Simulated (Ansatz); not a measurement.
Z-matrix (Å, degrees):
```
C
H 1 1.0925
H 1 1.0927 2 108.29
H 1 1.1012 2 106.38 3 113.93
C 1 1.4832 2 111.85 4 122.38
H 5 1.0813 1 120.94 2 155.45
H 5 1.0814 6 117.62 1 -172.19
```
Charge 0, spin multiplicity 2.

These are frozen-core CCSD(T)/def2-TZVPP // B3LYP-D3(BJ)/def2-TZVP in Ansatz (a program for electronic structure) values and carry that method's errors.

```yaml
HF energy: -78.63005 Ha
MP2 correlation energy: -0.32964 Ha
```

Task: Estimate the CCSD correlation energy, the (T) correction, the total energy and the T1 diagnostic.

Result: 
The CCSD correlation energy is -0.36179 Ha, the (T) correction is -0.01193 Ha and the CCSD(T) total energy is -79.00378 Ha. The T1 diagnostic comes out as 0.011.
